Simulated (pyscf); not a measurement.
Elementary routes open to H₂Si=Se + hydrogen (H₂) in the gas phase (singlet surface):
A. :HSi–SeH [singlet] + hydrogen (H₂) (H–Si, H–H broken; H–Se, H–H formed)
B. H₃Si–SeH (H–H broken; H–Se, H–Si formed)
C. H₂Se + silylene (SiH₂) [singlet] (Se–Si, H–H broken; H–Se, H–Se formed)

Single points on ωB97X-D3(BJ)/def2-SVP structures (PySCF, gas phase).

Problem. Rank the routes by free-energy barrier at 1200 K, lowest first, for ωB97M-D3(BJ)/def2-TZVP energies (ideal gas, 1 atm, RRHO with modes under 100 cm⁻¹ raised to 100, one conformer, R ln 2 for chiral ones without a mode under 150 cm⁻¹).

Solution. B (242.5 kJ/mol), A (354.7 kJ/mol), C (374.8 kJ/mol)

Route B is the fastest of these, ahead of the next by 112.2 kJ/mol. The most stable products are those of B (ΔG = +14.9 kJ/mol), so kinetics and thermodynamics agree. At 298 K B is still the fastest. C: On the product side the descent ends in an adduct with a Se–Si contact, 97.0 kJ/mol under the separated species and 164.2 kJ/mol under the saddle at ωB97X-D3(BJ)/def2-TZVP. Only these routes are compared; each barrier is that of the saddle found, and lower ones may exist. Elements up to Kr have no core potential and no relativistic terms here.
